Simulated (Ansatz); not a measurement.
A nudged elastic band was laid between two geometries of ClH3Si + H3N (9 atoms, charge 0, multiplicity 1).

The calculation used RHF/def2-SVP (Ansatz).

```json
{"movable images": "7", "climbing image": "yes", "spring": "5.0 eV/Å²", "optimiser": "quadratic models (default)", "start path": "through a guess of the saddle point", "force threshold": "0.05 eV/Å", "iteration limit": "60", "end points": "relaxed"}
```

Image 0:

```xyz
9
Properties=species:S:1:pos:R:3
Si 0.509 0.035 -0.063
Cl 0.743 -0.026 2.008
H 1.877 0.052 -0.625
H -0.181 1.274 -0.451
H -0.181 -1.178 -0.524
N -2.587 -0.027 1.035
H -3.334 -0.577 0.646
H -2.961 0.886 1.232
H -2.335 -0.439 1.917
```

Image 8:

```xyz
9
Properties=species:S:1:pos:R:3
Si -0.434 0.035 -0.527
Cl -0.516 0.326 3.742
H 0.614 -0.955 -0.202
H 0.074 1.414 -0.376
H -0.836 -0.161 -1.943
N -1.740 -0.179 0.616
H -2.127 -1.101 0.708
H -2.489 0.490 0.592
H -0.997 0.132 2.566
```

Q: What changes between the two ends?

A: Bonds broken: Si1–Cl2, N6–H9. Bonds formed: Si1–N6, Cl2–H9. ClH3Si + H3N becomes ClH + H5NSi.

Q: What energy profile does the band end with?

A: The forces met the threshold. The highest image is number 5 of 0 to 8, 23.1 kcal/mol above the first end and 12.6 kcal/mol above the last; the last end lies 10.4 kcal/mol above the first. The profile has 2 maxima (images 2, 5) with wells between them (image 3): this band takes more than one step, which may be the mechanism or a detour left from its start path. A vibrational analysis at the climbing image gives one clearly imaginary mode, 108i cm⁻¹: a first-order saddle point. The orbitals stay closed-shell, which can raise the energy where a bond breaks towards radicals; this wasn't checked here.

```
image  path coordinate (Å)  energy (kcal/mol)  Si1–Cl2 (Å)  N6–H9 (Å)  Si1–N6 (Å)
    0                 0.00                0.0         2.08       1.01        3.29
    1                 1.70                1.8         2.08       1.01        3.89
    2                 3.40                1.8         2.08       1.01        3.89
    3                 5.10                0.0         2.08       1.01        3.28
    4                 6.81               12.2         2.14       1.00        2.53
    5                 8.51               23.1         2.75       1.03        1.90
    6                 9.24               21.7         3.09       1.55        1.79
    7                 9.98               11.1         3.76       2.02        1.75
    8                10.72               10.4         4.28       2.11        1.75
```

Q: What is the geometry of the highest image?

A: 
```xyz
9
Properties=species:S:1:pos:R:3
Si -0.286 0.088 -0.099
Cl 0.286 0.674 2.526
H 0.721 -0.940 0.152
H 0.007 1.513 -0.233
H -0.908 -0.296 -1.409
N -1.869 -0.234 0.903
H -2.280 -1.141 0.732
H -2.574 0.469 0.728
H -1.547 -0.134 1.875
```

Run time: 5.8 min on 1 thread of Arm Neoverse V1 (shared host), peak memory 0.14 GiB.
